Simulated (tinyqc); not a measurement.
Inside a calculation. Method: Pariser-Parr-Pople SCF with singles CI, for the molecule C=C1C=CC=C1 (SMILES; centres numbered as the heavy atoms are written). Computed by tinyqc, a small Python program that keeps every step. Settings: charge = 0, gamma = Ohno, start = core, damping = 0.3, iteration cap = 79, excitations kept = 9. Command: `OMP_NUM_THREADS=1 python tinyqc.py 23015 23016 out.jsonl` (the two numbers bound the seeds that draw the settings). One thread of a shared host (Intel(R) Xeon(R) Processor @ 2.60GHz), about 0.01 s of CPU time with the checks. Later iterations appear only in the table of the cycle.

## PPP integrals

Centres (angstrom, eV; a flat drawing with bonds scaled to 1.40 angstrom):
```
centre,x,y,core charge z,W,gamma_rr
1C,2.159000,0.000000,1,12.500000,11.630000
2C,0.759000,0.000000,1,12.500000,11.630000
3C,-0.064000,1.133000,1,12.500000,11.630000
4C,-1.395000,0.700000,1,12.500000,11.630000
5C,-1.395000,-0.700000,1,12.500000,11.630000
6C,-0.064000,-1.133000,1,12.500000,11.630000
```

Resonance integrals (eV):
```
i,j,beta
1,2,-2.390000
2,3,-2.390000
3,4,-2.390000
4,5,-2.390000
5,6,-2.390000
6,2,-2.390000
```

Ohno: gamma = 14.399645/sqrt(R^2 + a^2), a = 2 x 14.399645/(gamma_rr + gamma_ss); H_rr = -W_r - sum_(s != r) z_s gamma_rs; H_rs = beta for bonds.

repulsion gamma_rs (eV), lower triangle:
```
,1C,2C,3C,4C,5C,6C
1C,11.630000
2C,7.704635,11.630000
3C,5.169696,7.703512,11.630000
4C,3.761619,5.578609,7.705683,11.630000
5C,3.761619,5.578609,5.577883,7.704635,11.630000
6C,5.169696,7.703512,5.576500,5.577883,7.705683,11.630000
```

core matrix H (eV), lower triangle:
```
,1C,2C,3C,4C,5C,6C
1C,-38.067265
2C,-2.390000,-46.768877
3C,0.000000,-2.390000,-44.233274
4C,0.000000,0.000000,-2.390000,-42.828428
5C,0.000000,0.000000,0.000000,-2.390000,-42.828428
6C,0.000000,-2.390000,0.000000,0.000000,-2.390000,-44.233274
```

## Starting guess

pi electrons, sum of z_r less the charge = 6

Orbitals of the core matrix H.

P at the start, lower triangle:
```
,1C,2C,3C,4C,5C,6C
1C,0.088784
2C,0.366512,1.574451
3C,0.075628,0.452273,1.194604
4C,-0.109352,-0.251567,0.754009,0.973779
5C,-0.109352,-0.251567,-0.029185,0.595557,0.973779
6C,0.075628,0.452273,-0.427174,-0.029185,0.754009,1.194604
```

## Iteration 1: Fock matrix

F_rr = H_rr + P_rr gamma_rr / 2 + sum_(s != r) P_ss gamma_rs; F_rs = H_rs - P_rs gamma_rs / 2; E = tr P (H + F) / 2 + core repulsion sum_(r<s) z_r z_s gamma_rs.

F (eV), lower triangle:
```
,1C,2C,3C,4C,5C,6C
1C,-5.742969
2C,-3.801919,-7.659446
3C,-0.195487,-4.132047,-5.101902
4C,0.205671,0.701698,-5.295075,-4.677481
5C,0.205671,0.701698,0.081395,-4.684273,-4.677481
6C,-0.195487,-4.132047,1.191069,0.081395,-5.295075,-5.101902
```

pi energy = -82.921052 eV

## Iteration 1: orbitals and new P

Diagonalise F (the basis is taken as orthonormal) and form P = 2 sum c c over the lowest orbitals; 0.3 of the old P is kept.

orbital energies (eV): -14.294874  -10.947465  -9.374317  -4.124418  2.691755  3.088137

P after iteration 1, lower triangle:
```
,1C,2C,3C,4C,5C,6C
1C,0.366212
2C,0.632295,1.343357
3C,0.134641,0.426904,1.131908
4C,-0.209140,-0.171102,0.779463,1.013308
5C,-0.209140,-0.171102,-0.059474,0.553691,1.013308
6C,0.134641,0.426904,-0.408475,-0.059474,0.779463,1.131908
```

## Iteration 2: Fock matrix

As before.

F (eV), lower triangle:
```
,1C,2C,3C,4C,5C,6C
1C,-6.261074
2C,-4.825801,-7.390701
3C,-0.348026,-4.034329,-5.637035
4C,0.393353,0.477256,-5.393147,-5.221494
5C,0.393353,0.477256,0.165869,-4.522993,-5.221494
6C,-0.348026,-4.034329,1.138931,0.165869,-5.393147,-5.637035
```

pi energy = -84.567971 eV

## Iteration 2: orbitals and new P

As before.

orbital energies (eV): -14.983635  -11.590848  -10.072576  -3.628665  2.308783  2.598109

P after iteration 2, lower triangle:
```
,1C,2C,3C,4C,5C,6C
1C,0.575466
2C,0.765467,1.187589
3C,0.156522,0.396226,1.100203
4C,-0.258400,-0.112608,0.802296,1.018269
5C,-0.258400,-0.112608,-0.063608,0.516137,1.018269
6C,0.156522,0.396226,-0.397665,-0.063608,0.802296,1.100203
```

## Convergence

Stop when output and input P, before any damping, agree to 1e-7.

Course of the cycle:
```
iteration,E (eV),largest |P(out) - P(in)|
1,-82.92105246,3.96e-01
2,-84.56797054,2.99e-01
3,-85.49394694,1.81e-01
4,-85.89622844,1.01e-01
5,-86.05163253,5.41e-02
6,-86.10852307,2.88e-02
7,-86.12891031,1.54e-02
8,-86.13620524,8.28e-03
9,-86.13884897,4.52e-03
10,-86.13983005,2.62e-03
11,-86.14020579,1.79e-03
...,...,...
28,-86.14046314,3.03e-06
29,-86.14046314,2.08e-06
30,-86.14046314,1.43e-06
31,-86.14046314,9.84e-07
32,-86.14046314,6.76e-07
33,-86.14046314,4.65e-07
34,-86.14046314,3.19e-07
35,-86.14046314,2.20e-07
36,-86.14046314,1.51e-07
37,-86.14046314,1.04e-07
38,-86.14046314,7.13e-08
```

Converged in 38 iterations.

## Converged orbitals

Charges are z - P_rr.

orbital energies (eV): -15.777830  -12.299627  -11.318965  -3.153588  1.520338  1.772727

coefficients:
```
,MO1,MO2,MO3,MO4,MO5,MO6
1C,0.338175,0.559500,0.000000,0.665434,0.000000,-0.360271
2C,0.537369,0.457614,0.000000,-0.314084,0.000000,0.634960
3C,0.406496,-0.107169,0.595498,-0.356346,-0.381290,-0.443050
4C,0.364961,-0.476749,0.381290,0.319832,0.595498,0.192929
5C,0.364961,-0.476749,-0.381290,0.319832,-0.595498,0.192929
6C,0.406496,-0.107169,-0.595498,-0.356346,0.381290,-0.443050
```

pi charges: 1C 0.145195, 2C 0.003647, 3C -0.062685, 4C -0.011736, 5C -0.011736, 6C -0.062685

## Singles CI, singlets

Over the 9 single excitations with the smallest orbital gaps: A = (e_a - e_i) delta + 2 (ia|jb) - (ij|ab), with (pq|rs) = sum c_mp c_mq gamma_mn c_nr c_ns. f = 2/3 w |mu|^2 in atomic units, mu = sqrt2 sum c_ia sum_m c_mi c_ma R_m.

singlet CI matrix (eV), lower triangle:
```
,3>4,2>4,1>4,3>5,3>6,2>5,2>6,1>5,1>6
3>4,2.663023
2>4,0.000000,5.070819
1>4,0.000000,-0.231788,7.194759
3>5,0.000000,-0.639184,0.312608,7.225940
3>6,0.179443,0.000000,0.000000,0.000000,7.343630
2>5,0.335218,0.000000,0.000000,0.000000,0.530505,8.164844
2>6,0.000000,-0.054915,-0.057690,-0.521282,0.000000,0.000000,8.329119
1>5,-0.223789,0.000000,0.000000,0.000000,-0.182867,0.701351,0.000000,11.057357
1>6,0.000000,0.522380,-0.150949,-0.313038,0.000000,0.000000,-0.308870,0.000000,10.953982
```

singlet excitation energies (eV): 2.630048  4.850279  6.857687  7.025001  7.424027  8.351887  8.571399  11.071227  11.221919

oscillator strengths: 0.035362  0.744184  0.456411  0.102142  0.332130  0.389482  0.196834  0.000673  0.019189

## Singles CI, triplets

Over the 9 single excitations with the smallest orbital gaps: A = (e_a - e_i) delta - (ij|ab), with (pq|rs) = sum c_mp c_mq gamma_mn c_nr c_ns.

triplet CI matrix (eV), lower triangle:
```
,3>4,2>4,1>4,3>5,3>6,2>5,2>6,1>5,1>6
3>4,1.779662
2>4,0.000000,2.216132
1>4,0.000000,-0.774266,5.753925
3>5,0.000000,0.533619,-0.882933,5.169099
3>6,-0.910372,0.000000,0.000000,0.000000,5.903523
2>5,0.533619,0.000000,0.000000,0.000000,0.456367,7.056336
2>6,0.000000,0.318970,1.188946,0.456367,0.000000,0.000000,7.060302
1>5,-0.882933,0.000000,0.000000,0.000000,-0.838992,1.373410,0.000000,10.307430
1>6,0.000000,1.188946,-0.034491,-0.838992,0.000000,0.000000,-0.778313,0.000000,9.979218
```

triplet excitation energies (eV): 1.354090  1.755152  4.104265  5.775361  6.235584  6.992779  7.614048  10.469627  10.924720
